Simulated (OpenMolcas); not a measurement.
# One shape, several levels: HNO3 (SMILES O=[N+]([O-])O)

Aim: a comparison of 6 runs (B3LYP/6-31G*, BLYP/def2-SVPD, M06-2X/def2-SVPD, PBE/def2-SVPD, r2SCAN/def2-SVPD, MP2/def2-SVPD) of HNO3. 

Program for the calculation: OpenMolcas 26.06.

**1. Starting point**

The species is HNO3 (5 atoms), meant as a singlet with charge 0. SMILES: `O=[N+]([O-])O`. The coordinates come from a PBE0-D4/def2-TZVP relaxation. This is one conformer, not always the lowest.

Bond lengths: O1–N2 1.186 Å, N2–O3 1.201 Å, N2–O4 1.385 Å, O4–H5 0.970 Å. Angles: O1–N2–O3 130.2°, O1–N2–O4 114.2°, O3–N2–O4 115.7°, N2–O4–H5 103.1°.

**2. Energy and gradient at B3LYP/6-31G(d) (Cartesian functions) (run 1)**

test.inp reads:

```
&GATEWAY
 BasLib=$CurrDir
 Coord
 5
 angstrom
 O        1.317870      -0.315800       0.746500
 N        0.253090      -0.279730       0.226190
 O       -0.596440      -1.123960       0.141450
 O       -0.044080       0.932950      -0.373960
 H       -0.930440       0.786540      -0.740170
 Basis=6-31Gs
 Group=NoSym

&SEWARD
 GridInput
 Grid=UltraFine
 End of Grid

&SCF
 KSDFT=B3LYP
 Thresholds=1e-10 1e-07 1e-07 1e-05
 PrOrbitals=1 1

&ALASKA
```

The basis set 6-31G* is read from a file made from the Basis Set Exchange's data (not shown).

Started as:

```console
$ export MOLCAS_MEM=1860
$ pymolcas test.inp > test.log
```

Log:

```text
--- Start Module: gateway ---
[...]
--- Stop Module: gateway /rc=_RC_ALL_IS_WELL_ ---
[...]
      Basis functions           62
[...]
--- Start Module: scf ---
[...]
       Convergence after  16 Iterations
[...]
::    Total KS-DFT energy                            -280.8771470642
[...]
      Total spin, S                                     0.0000000000
[...]
      Total electronic charge=   32.000000
      Total            charge=   -0.000000
[...]
      Dipole Moment (debye):
      Origin of the operator (angstrom)=    0.2134   -0.1783    0.1689
                   X= -1.7403E+00               Y=  1.0650E+00               Z= -1.2308E+00           Total=  2.3828E+00
      Quadrupole Moment (debye*angstrom):
[...]
--- Stop Module: scf /rc=_RC_ALL_IS_WELL_ ---
[...]
--- Start Module: alaska ---
[...]
 *              Molecular gradients               *
 **************************************************
  Irreducible representation: a
 ------------------------------------------------------------------------------------------
                              X                       Y                       Z
 ------------------------------------------------------------------------------------------
  O1               -2.94394312294237E-02    4.47148099370409E-04   -1.41667188863170E-02
  N2                4.60762917861146E-03   -6.87570123924264E-03    4.77069413282027E-03
  O3                2.13389115396190E-02    2.12161861905731E-02    2.13332558339618E-03
  O4               -3.43922884893499E-03   -1.54409182464921E-02    4.21007172714116E-03
  H5                6.93211936009686E-03    6.53285195803141E-04    3.05262744299184E-03
 ------------------------------------------------------------------------------------------
--- Stop Module: alaska /rc=_RC_ALL_IS_WELL_ ---
[...]
```

Run time: 26 s. Hardware: 1 thread of Arm Neoverse N1, shared host; peak memory 0.4 GiB.

**3. Energy and forces at BLYP/def2-SVPD (run 2)**

run.input reads:

```
* HNO3 Kohn-Sham DFT
>>> EXPORT MOLCAS_PRINT=2

&gateway
  baslib
  $CurrDir
  basisset
  O.def2-SVPD....
  O1 1.317870 -0.315800 0.746500 angstrom
  O3 -0.596440 -1.123960 0.141450 angstrom
  O4 -0.044080 0.932950 -0.373960 angstrom
  End of Basis
  basisset
  N.def2-SVPD....
  N2 0.253090 -0.279730 0.226190 angstrom
  End of Basis
  basisset
  H.def2-SVPD....
  H5 -0.930440 0.786540 -0.740170 angstrom
  End of Basis

&seward
  gridinput
  Grid=UltraFine
  End of Grid

&scf
  ksdft
  BLYP
  thresholds
  1e-10 1e-07 1e-07 1e-05
  prorbitals
  1

&alaska
```

The basis set def2-SVPD is read from a file made from the Basis Set Exchange's data (not shown).

Started as:

```console
$ export MOLCAS_MEM=1860
$ pymolcas run.input > run.log
```

Log:

```text
--- Start Module: gateway ---
[...]
--- Stop Module: gateway /rc=_RC_ALL_IS_WELL_ ---
[...]
      Basis functions           97
[...]
--- Start Module: scf ---
[...]
       Convergence after  20 Iterations
[...]
::    Total KS-DFT energy                            -280.6831966343
[...]
      Total spin, S                                     0.0000000000
[...]
      Total electronic charge=   32.000000
      Total            charge=   -0.000000
[...]
      Dipole Moment (debye):
      Origin of the operator (angstrom)=    0.2134   -0.1783    0.1689
                   X= -1.6535E+00               Y=  1.0737E+00               Z= -1.1928E+00           Total=  2.3043E+00
      Quadrupole Moment (debye*angstrom):
[...]
--- Stop Module: scf /rc=_RC_ALL_IS_WELL_ ---
[...]
--- Start Module: alaska ---
[...]
 *              Molecular gradients               *
 **************************************************
  Irreducible representation: a
 ------------------------------------------------------------------------------------------
                              X                       Y                       Z
 ------------------------------------------------------------------------------------------
  O1               -4.32412557007140E-02    2.18329593181599E-03   -2.13912781943275E-02
  O3                3.17220844606947E-02    3.25648440384398E-02    2.77906808010586E-03
  O4               -2.24325150824356E-03   -3.09355468418424E-02    1.06412534887905E-02
  N2                1.66418413529779E-03   -2.87844696464612E-03    1.86060261684529E-03
  H5                1.20982386130031E-02   -9.34146163757428E-04    6.11035400859716E-03
 ------------------------------------------------------------------------------------------
--- Stop Module: alaska /rc=_RC_ALL_IS_WELL_ ---
[...]
```

Wall time 71 s (1 thread of Arm Neoverse N1, shared host); peak memory 0.54 GiB.

Runs 3 to 5 aren't shown in full; the table further down has their settings and results.

**4. A single-point energy at MP2/def2-SVPD (run 6)**

test.inp reads:

```
>>> EXPORT MOLCAS_PRINT=2

&GATEWAY
  BASLIB=$CurrDir
  COORD
  5
  angstrom
  O        1.317870      -0.315800       0.746500
  N        0.253090      -0.279730       0.226190
  O       -0.596440      -1.123960       0.141450
  O       -0.044080       0.932950      -0.373960
  H       -0.930440       0.786540      -0.740170
  BASIS=def2-SVPD
  GROUP=NoSym

&SEWARD

&SCF
  THRESHOLDS=1e-10 1e-07 1e-07 1e-05
  PRORBITALS=1 2

&MBPT2
  FROZEN=4
```

The basis set def2-SVPD is read from a file made from the Basis Set Exchange's data (not shown).

Started as:

```console
$ export MOLCAS_MEM=1860
$ pymolcas test.inp > test.log
```

Log:

```text
--- Start Module: gateway ---
[...]
--- Stop Module: gateway /rc=_RC_ALL_IS_WELL_ ---
[...]
      Basis functions           97
[...]
--- Start Module: scf ---
[...]
       Convergence after  16 Iterations
[...]
::    Total SCF energy                               -279.2436395233
[...]
      Total spin, S                                     0.0000000000
[...]
      Total electronic charge=   32.000000
      Total            charge=   -0.000000
[...]
      Dipole Moment (debye):
      Origin of the operator (angstrom)=    0.2134   -0.1783    0.1689
                   X= -1.8337E+00               Y=  1.3492E+00               Z= -1.3828E+00           Total=  2.6637E+00
      Quadrupole Moment (debye*angstrom):
[...]
--- Stop Module: scf /rc=_RC_ALL_IS_WELL_ ---
[...]
--- Start Module: mbpt2 ---
[...]
WARNING!
Default frozen orbitals as non valence orbitals is overwritten by user input.
Default values:   4
[...]
       Reference weight ( Cref**2 )         =        0.81648
::    Total MBPT2 energy                             -280.0138818277
[...]
      Total MBPT2 calculations                           0.50      0.60
--- Stop Module: mbpt2 /rc=_RC_ALL_IS_WELL_ ---
[...]
```

Wall time 15 s (1 thread of Arm Neoverse N1, shared host); peak memory 0.54 GiB.

**5. The series**

| run | level | Cartesian functions | task | energy (Eh) | dipole moment (D) of the reference | HOMO energy (eV) | LUMO energy (eV) | wall time |
| --- | --- | --- | --- | --- | --- | --- | --- | --- |
| 1 | B3LYP/6-31G* (Cartesian functions) | yes | gradient | -280.877147 | 2.38 | -8.86 | -1.81 | 26 s |
| 2 | BLYP/def2-SVPD | no | gradient | -280.683197 | 2.30 | -7.73 | -3.20 | 71 s |
| 3 | M06-2X/def2-SVPD | no | gradient | -280.579900 | 2.43 | -11.57 | -1.07 | 73 s |
| 4 | PBE/def2-SVPD | no | gradient | -280.444171 | 2.30 | -7.79 | -3.23 | 71 s |
| 5 | r2SCAN/def2-SVPD | no | gradient | -280.570284 | 2.36 | -8.23 | -3.12 | 90 s |
| 6 | MP2/def2-SVPD | no | energy | -280.013882 | 2.66 | -13.78 | 2.03 | 15 s |

**6. What came out**

| quantity | value |
| --- | --- |
| run 6: total energy | -280.01388 Eh |
| run 6: dipole moment (mean-field density) | 2.66 D |
| run 6: HOMO energy (Hartree–Fock orbitals) | -13.78 eV |
| run 6: LUMO energy (Hartree–Fock orbitals) | 2.03 eV |
| run 6: HOMO–LUMO gap (Hartree–Fock orbitals) | 15.81 eV |
| run 6: correlation energy (4 core orbitals frozen) | -770.2 mEh |

**Reading.** Over runs 1, 2, 3, 4, 5 the dipole moment (its size) runs from 2.30 D (PBE/def2-SVPD) to 2.43 D (M06-2X/def2-SVPD). Over runs 1, 2, 3, 4, 5 the HOMO–LUMO gap runs from 4.53 eV (BLYP/def2-SVPD) to 10.50 eV (M06-2X/def2-SVPD). Totals of different functionals can't be ranked against each other. All runs together took 5.8 min, the longest 90 s.
